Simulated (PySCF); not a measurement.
# Cost against result

Saddle point of BSiH6F, singlet (BSiH₅ ([BH2][SiH3]) + HF → BH₂F ([BH2][F]) + SiH₄; bonds formed: B1–F6, Si2–H5; bonds broken: B1–Si2, H5–F6), PBE0-D4/def2-TZVP structure:

| atom | x (Å) | y (Å) | z (Å) |
| --- | --- | --- | --- |
| B1 | -1.0216 | 0.1826 | -0.2522 |
| Si2 | 0.8867 | -0.3457 | 0.5161 |
| H3 | -1.5190 | 0.9319 | 0.5309 |
| H4 | -1.5616 | -0.8287 | -0.5802 |
| H5 | 0.1454 | 0.6348 | -1.0145 |
| F6 | -0.6747 | 1.0395 | -1.6238 |
| H7 | 0.2703 | -1.0635 | 1.6638 |
| H8 | 1.7177 | -1.2969 | -0.2690 |
| H9 | 1.7566 | 0.7459 | 1.0289 |

Barriers are electronic and count from the start structure reached by relaxing down the imaginary mode.

Program: PySCF 2.14 with density fitting (its default auxiliary sets; JK sets also for MP2 and CCSD(T)). Basis: as named in each row. Cores are frozen in the correlated methods. B3LYP uses VWN-RPA correlation. Extrapolation: Hartree–Fock as exp(−7.88 √X), correlation as X^−2.97.

Times are rough, for one single point on 4 threads of a shared host (Arm Neoverse V2).

The estimate by CCSD(T) at an estimated basis limit (MP2 extrapolated from triple and quadruple zeta, plus CCSD(T) − MP2 in triple zeta) is 66.0 kJ/mol.

| method | basis | time (s) | barrier (kJ/mol) | method less estimate |
| --- | --- | --- | --- | --- |
| HF | STO-3G | under 1 | 127.9 | 61.9 |
| B3LYP-D4 | 6-31G | 2 | 63.6 | -2.4 |
| PBE0-D4 | def2-SVP | 3 | 44.8 | -21.2 |
| PBE-D4 | def2-SVP | 3 | 27.3 | -38.7 |
| MP2 | def2-QZVPP | 4 | 60.1 | -5.9 |
| SPW92 | def2-TZVPP | 7 | 23.9 | -42.1 |
| CCSD(T) | def2-SVP | 7 | 66.2 | 0.2 |
| PBE0-D4 | def2-TZVPP | 8 | 50.8 | -15.2 |
| B3LYP-D4 | def2-TZVPP | 8 | 60.0 | -6.0 |
| BHLYP-D4 | def2-TZVPP | 8 | 77.3 | 11.3 |
| PBE-D4 | def2-TZVPP | 9 | 37.0 | -28.9 |
| r2SCAN-D4 | def2-TZVPP | 21 | 45.0 | -20.9 |
| wB97M-V | def2-TZVPP | 130 | 61.2 | -4.8 |
| CCSD(T) | def2-TZVPP | 220 | 66.8 | 0.8 |

All methods are single points on the PBE0-D4 structures.

T1 diagnostic: at most 0.014.

Steps of this kind, hydrogen fluoride cutting a network bond, underlie vapour etching and the fluorination step of atomic layer etching.

Labels in which every atom is bracketed show which atoms are joined, not bond orders.
